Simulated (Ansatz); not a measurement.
We consider K2La2Ti3O10 (I4/mmm, No. 139; cell taken from a computed entry), described by LDA in Ansatz (plane waves, PAW).

Settings: plane-wave cutoff 520 eV, 12×12×12 k mesh, Fermi–Dirac smearing 0.01 eV, no spin polarisation, scalar-relativistic PAW data made under PBE.

Cell (relaxed with PBEsol):

K$_{2}$La$_{2}$Ti$_{3}$O$_{10}$ is modelled in the tetragonal space group I4/mmm (No. 139), Pearson symbol tI34. Cell: a = 3.862 Å, b = 3.862 Å, c = 29.546 Å, α = 90.00°, β = 90.00°, γ = 90.00°. K on 4e is surrounded by 5 O at 2.742–2.746 Å and 4 O at 3.071 Å. La on 4e sees 4 O at 2.530 Å and 8 O at 2.739–2.863 Å. Ti1 on 4e has 1 O at 1.745 Å and 4 O at 1.972 Å and 1 O at 2.238 Å. Ti2 on 2a has 6 O at 1.908–1.931 Å (octahedral). O1 on 4e is surrounded by 1 Ti at 1.745 Å and 5 K at 2.742–2.746 Å (octahedral). O2 on 8g is surrounded by 2 Ti at 1.972 Å and 2 La at 2.530 Å and 2 K at 3.071 Å. O3 on 4e is coordinated by 1 Ti at 1.908 Å and 1 Ti at 2.238 Å and 4 La at 2.739 Å (octahedral). O4 on 4c is coordinated by 2 Ti at 1.931 Å and 4 La at 2.863 Å (octahedral). (Neighbours: up to the widest gap in distance over summed covalent radii, below 1.35, at either atom; cation-cation and far metal-metal contacts left out.)
(The calculation used a cell of 17 atoms; values per cell refer to that cell.)

Question: Give the computed band gap and smallest direct gap on the k points sampled.

Answer: 
- band gap: 2.02 eV
- smallest direct gap on the k points sampled: 2.15 eV

Note: cell and atoms aren't relaxed at this level (largest force component 0.26 eV/Å, pressure -4.8 GPa).

Spin–orbit coupling is not included.

The computed numbers hold no vibrational or temperature effects.

The result took about 4 core-minutes (a rough figure).

Ansatz is a first-principles code.
